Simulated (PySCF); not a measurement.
**TDDFT beside published excitation energies**

Published values to compare with (the computed states carry no symmetry labels, so the two lists aren't matched line by line):

```json
{"state": "3A''(n→π*)", "E (eV)": "5.63", "f": "0.001", "kind of transition": "vertical absorption", "source": "[1]"}
{"state": "1A''(n→π*)", "E (eV)": "5.96", "f": "", "kind of transition": "vertical absorption", "source": "[1]"}
```

[1] computed, theoretical best estimate (aug-cc-pVTZ, frozen core, CC3 geometry), gas; Veril, Scemama, Caffarel, Lipparini, Boggio-Pasqua, Jacquemin, Loos, WIREs Comput. Mol. Sci. 2021, 11, e1517 (QUESTDB)

Species: formyl fluoride, CHFO.
InChI=1S/CHFO/c2-1-3/h1H

The calculation used TDDFT CAM-B3LYP/aug-cc-pVTZ, vertical, gas phase, core orbitals frozen in the response in PySCF. Isolated species at its PBE0-D3(BJ)/def2-TZVP geometry, gas phase.

Computed singlets: 5.98 eV (f 0.002); 8.69 eV (f 0.014); 8.93 eV (f 0.000); 9.15 eV (f 0.081); 9.46 eV (f 0.070); 9.83 eV (f 0.009); 10.09 eV (f 0.109); 10.43 eV (f 0.008); 10.98 eV (f 0.001); 11.17 eV (f 0.008). Computed triplets (Tamm–Dancoff): 5.37, 6.54, 8.39, 8.57 eV.

Q: How does the lowest computed triplet compare with the best estimate listed for the lowest triplet (vertical absorption)?

A: 5.37 eV against 5.63 eV for 3A''(n→π*) [1]: a difference of -0.26 eV. Geometry and basis of the two calculations needn't be the same.

On one thread of an Arm Neoverse N1, on a shared host, this took 9.7 s of wall time and 0.51 GiB of memory at its peak.
